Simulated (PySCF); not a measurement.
disilane (H₆Si₂), SMILES [SiH3][SiH3]. Geometry: B3LYP-D3(BJ)/def2-TZVP.

TDA-M06-2X/def2-SVPD (PySCF) puts the lowest singlet excitations at 7.51, 7.51, 7.60, 7.92, 8.12, 8.12 eV.

Q: What are the lowest excitation roots from PySCF with ADC(2)/aug-cc-pVDZ? (An estimate is asked for; the answer gives what the named calculation found.)

A: 7.62, 7.85, 7.85, 7.95, 8.32, 8.32 eV. S1 differs by 0.11 eV (second minus first; roots are paired by order, and the bases may differ).
